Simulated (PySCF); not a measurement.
# CISD/STO-3G run of [HSO2]− (SMILES O=[SH][O-])

Aim: the vertical singlet–triplet gap of [HSO2]− at CISD/STO-3G, from 2 runs. 

The calculation is run with PySCF 2.14.0.

8 further runs of the same task are left out: 8 set aside as unsound or not needed.

**1. The structure to begin with**

The species is [HSO2]− (4 atoms), meant as a singlet with charge -1. SMILES: `O=[SH][O-]`. The coordinates come from a GFN2-xTB relaxation.

Bond lengths: O1–S2 1.485 Å, S2–O3 1.486 Å, S2–H4 1.617 Å. Angles: O1–S2–O3 112.7°, O1–S2–H4 101.0°, O3–S2–H4 101.0°.

**2. A single-point energy at CISD/STO-3G**

File input.py:

```python
# O=[SH][O-]
from pyscf import gto, ci

system = gto.Mole()
system.atom = '''
O       -1.198220       0.078790       0.730410
S       -0.199070      -0.294820      -0.302710
O        1.007500      -0.941190       0.274450
H        0.389790       1.157220      -0.702150
'''
system.verbose = 4
system.max_memory = 1860
system.charge = -1
system.basis = 'sto-3g'
system.build()

mf = system.RHF()
mf.conv_tol = 1e-10
mf.kernel()
if not mf.converged:
    mf = mf.newton().run(mf.mo_coeff, mf.mo_occ)

cisd = ci.CISD(mf, frozen=7)
cisd.kernel()
e_tot = cisd.e_tot
print('Final energy', e_tot)
```

Command:

```console
$ OMP_NUM_THREADS=1 python input.py
```

What it wrote:

```text
PySCF version 2.14.0

[INPUT] num. atoms = 4
[INPUT] num. electrons = 34
[INPUT] charge = -1
[INPUT] spin (= nelec alpha-beta = 2S) = 0
[INPUT] symmetry False subgroup None
[INPUT] Mole.unit = angstrom
[INPUT] Symbol           X                Y                Z      unit          X                Y                Z       unit  Magmom
[INPUT]  1 O     -1.198220000000   0.078790000000   0.730410000000 AA   -2.264307636976   0.148891521354   1.380274858644 Bohr   0.0
[INPUT]  2 S     -0.199070000000  -0.294820000000  -0.302710000000 AA   -0.376187779617  -0.557129056044  -0.572038995167 Bohr   0.0
[INPUT]  3 O      1.007500000000  -0.941190000000   0.274450000000 AA    1.903899070499  -1.778591331179   0.518635334887 Bohr   0.0
[INPUT]  4 H      0.389790000000   1.157220000000  -0.702150000000 AA    0.736596346094   2.186828865869  -1.326871198363 Bohr   0.0

nuclear repulsion = 113.677888632248
number of shells = 12
number of NR pGTOs = 60
number of NR cGTOs = 20
basis = sto-3g
ecp = {}

******** <class 'pyscf.scf.hf.RHF'> ********
method = RHF
initial guess = minao
damping factor = 0
level_shift factor = 0
DIIS = <class 'pyscf.scf.diis.CDIIS'>
diis_start_cycle = 1
diis_space = 8
diis_damp = 0
SCF conv_tol = 1e-10
SCF conv_tol_grad = None
SCF max_cycles = 50
direct_scf = True
direct_scf_tol = 1e-13
Set gradient conv threshold to 1e-05
Initial guess from minao.
init E= -541.59407729242
  HOMO = -0.209257213066225  LUMO = 0.185961210702337  gap/eV = 10.75444
cycle= 1 E= -540.766405296601  delta_E= 0.828  |g|= 0.652  |ddm|=  3.1
  HOMO = 0.219455868903881  LUMO = 0.540851537618777  gap/eV = 8.74562
cycle= 2 E= -540.951095457389  delta_E= -0.185  |g|= 0.234  |ddm|= 1.78
  HOMO = 0.108019730549432  LUMO = 0.606029909525782  gap/eV = 13.55155
cycle= 3 E= -540.975981527069  delta_E= -0.0249  |g|= 0.0508  |ddm|= 0.477
  HOMO = 0.096461520909264  LUMO = 0.618423860536466  gap/eV = 14.20332
cycle= 4 E= -540.978587617333  delta_E= -0.00261  |g|= 0.01  |ddm|= 0.21
  HOMO = 0.0994743553898114  LUMO = 0.614789932464599  gap/eV = 14.02245
cycle= 5 E= -540.978704304116  delta_E= -0.000117  |g|= 0.00318  |ddm|= 0.0428
  HOMO = 0.100257678431736  LUMO = 0.614561292906028  gap/eV = 13.99491
cycle= 6 E= -540.97871395546  delta_E= -9.65e-06  |g|= 0.000396  |ddm|= 0.0125
  HOMO = 0.100294594895032  LUMO = 0.614503360770105  gap/eV = 13.99233
cycle= 7 E= -540.978714108461  delta_E= -1.53e-07  |g|= 0.000135  |ddm|= 0.00149
  HOMO = 0.100310725919327  LUMO = 0.614511253691591  gap/eV = 13.99211
cycle= 8 E= -540.978714126714  delta_E= -1.83e-08  |g|= 5.53e-05  |ddm|= 0.000488
  HOMO = 0.100315994478414  LUMO = 0.614516184726053  gap/eV = 13.99210
cycle= 9 E= -540.978714130009  delta_E= -3.29e-09  |g|= 1.47e-05  |ddm|= 0.000237
  HOMO = 0.100316286433162  LUMO = 0.614516218641989  gap/eV = 13.99209
cycle= 10 E= -540.978714130292  delta_E= -2.83e-10  |g|= 4.45e-06  |ddm|= 7.64e-05
  HOMO = 0.100316735380458  LUMO = 0.614516195581256  gap/eV = 13.99208
cycle= 11 E= -540.978714130325  delta_E= -3.34e-11  |g|= 1.24e-06  |ddm|= 2.62e-05
  HOMO = 0.100316837180769  LUMO = 0.614516202709136  gap/eV = 13.99208
Extra cycle  E= -540.978714130326  delta_E= -1.14e-12  |g|= 7.3e-07  |ddm|= 3.75e-06
converged SCF energy = -540.978714130326

******** <class 'pyscf.ci.cisd.RCISD'> ********
CISD nocc = 10, nmo = 13
frozen orbitals 7
max_cycle = 50
direct = 0
conv_tol = 1e-09
max_cycle = 50
max_space = 12
lindep = 0
nroots = 1
Init t2, MP2 energy = -0.102972715136069
RCISD converged
E(RCISD) = -541.1046109727756  E_corr = -0.1258968424491895
Final energy -541.1046109727756
```

It took 0.56 s on 1 thread of Arm Neoverse V2, shared host; peak memory 0.12 GiB.

**3. The triplet at the same level**

File calc.py:

```python
from pyscf import gto, scf, ci

system = gto.Mole()
system.atom = [
    ('O', (-1.198220, 0.078790, 0.730410)),
    ('S', (-0.199070, -0.294820, -0.302710)),
    ('O', (1.007500, -0.941190, 0.274450)),
    ('H', (0.389790, 1.157220, -0.702150)),
]
system.charge = -1
system.basis = 'sto-3g'
system.max_memory = 1860
system.spin = 2
system.verbose = 3
system.build()

mf = scf.UHF(system)
mf.conv_tol = 1e-10
mf.kernel()
if not mf.converged:
    mf = mf.newton().run(mf.mo_coeff, mf.mo_occ)

cisd = ci.CISD(mf, frozen=7)
cisd.kernel()
e_final = cisd.e_tot
print('E = %.10f Eh' % e_final)
```

Command:

```console
$ OMP_NUM_THREADS=1 python calc.py
```

What it wrote:

```text
WARN: HOMO 0.185961210702337 >= LUMO -0.209257213066225

converged SCF energy = -540.875570829183  <S^2> = 2.0308534  2S+1 = 3.0204989
E(UCISD) = -540.9844324567061  E_corr = -0.1088616275230978
E = -540.9844324567 Eh
```

Run time: 0.58 s. Hardware: 1 thread of Arm Neoverse V2, shared host; peak memory 0.1 GiB.

**4. Summary of results**

At CISD/STO-3G, 7 core orbitals frozen:

| quantity | value |
| --- | --- |
| singlet: total energy | -541.10461 Eh |
| singlet: HOMO energy (Hartree–Fock orbitals) | 2.73 eV |
| singlet: LUMO energy (Hartree–Fock orbitals) | 16.72 eV |
| singlet: HOMO–LUMO gap (to an unbound level, set by the basis) | 13.99 eV |
| singlet: correlation energy (7 core orbitals frozen) | -125.9 mEh |
| triplet: total energy | -540.98443 Eh |
| triplet: HOMO energy (Hartree–Fock orbitals) (highest over α and β) | 6.12 eV |
| triplet: LUMO energy (Hartree–Fock orbitals) (lowest over α and β) | 14.19 eV |
| triplet: correlation energy (7 core orbitals frozen) | -108.9 mEh |
| triplet: ⟨S²⟩ of the reference determinant | 2.031 |
| vertical energy of the triplet above the singlet | 3.270 eV |

What this shows: At this shape the triplet lies 3.27 eV (75 kcal/mol) above the singlet. In a minimal basis such a difference can be off by several eV, whatever the method. Mulliken charges (singlet) of the mean-field density run from -0.69 on O1 to +0.68 on S2. The HOMO (singlet) lies at positive energy, 2.73 eV: the electron is unbound at this level or held by a compact basis; values depend on the basis. Mulliken charges (triplet) of the mean-field density run from -0.60 on O1 to +0.47 on S2; they depend strongly on the basis. The HOMO (triplet) lies at positive energy, 6.12 eV: the electron is unbound at this level or held by a compact basis; values depend on the basis.
